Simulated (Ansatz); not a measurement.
**Scan of [Cl···H···Cl], doublet**

Starting geometry:

```json
{"atom": "Cl", "x (Å)": "0.0000", "y (Å)": "0.0000", "z (Å)": "-1.4353"}
{"atom": "H", "x (Å)": "0.0000", "y (Å)": "0.0000", "z (Å)": "-0.1565"}
{"atom": "Cl", "x (Å)": "0.0000", "y (Å)": "0.0000", "z (Å)": "1.5917"}
```

From there H2 is moved from one fragment to the other while all else, the fragments' distance too, stays fixed, so the hump isn't the reaction's barrier; atoms are numbered as listed. Energies are in eV, counted from the starting geometry at the same level.

Basis cc-pVDZ; Ansatz 0.2.0. Correlated methods freeze the noble-gas cores. Prefix R: restricted or restricted open-shell reference; prefix U: unrestricted.

Full CI isn't at hand for all of this; UCCSDT(Q) serves as the reference, and is uncertain by about the last step of the cluster series.

```csv
distance Cl1-H2 (Å),UMP2
1.189,0.168
1.279,0.000
1.336,0.024
1.393,0.096
1.449,0.170
1.506,0.208
1.563,0.185
1.620,0.116
1.677,0.039
```

Question: Estimate the UCCSDT(Q) curve in cc-pVDZ from this one, knowing how UMP2 errs.

Answer: The computed UCCSDT(Q) values, in eV from the starting point, and the error of UMP2 against them:
```json
{"distance Cl1-H2 (Å)": "1.189", "UCCSDT(Q)": "0.187", "UMP2 less UCCSDT(Q)": "-0.019"}
{"distance Cl1-H2 (Å)": "1.279", "UCCSDT(Q)": "0.000", "UMP2 less UCCSDT(Q)": "0.000"}
{"distance Cl1-H2 (Å)": "1.336", "UCCSDT(Q)": "0.006", "UMP2 less UCCSDT(Q)": "0.018"}
{"distance Cl1-H2 (Å)": "1.393", "UCCSDT(Q)": "0.055", "UMP2 less UCCSDT(Q)": "0.041"}
{"distance Cl1-H2 (Å)": "1.449", "UCCSDT(Q)": "0.105", "UMP2 less UCCSDT(Q)": "0.065"}
{"distance Cl1-H2 (Å)": "1.506", "UCCSDT(Q)": "0.130", "UMP2 less UCCSDT(Q)": "0.078"}
{"distance Cl1-H2 (Å)": "1.563", "UCCSDT(Q)": "0.115", "UMP2 less UCCSDT(Q)": "0.070"}
{"distance Cl1-H2 (Å)": "1.620", "UCCSDT(Q)": "0.068", "UMP2 less UCCSDT(Q)": "0.047"}
{"distance Cl1-H2 (Å)": "1.677", "UCCSDT(Q)": "0.016", "UMP2 less UCCSDT(Q)": "0.023"}
```

The error spans 0.098 eV and is largest, 0.078 eV, at 1.506 Å.
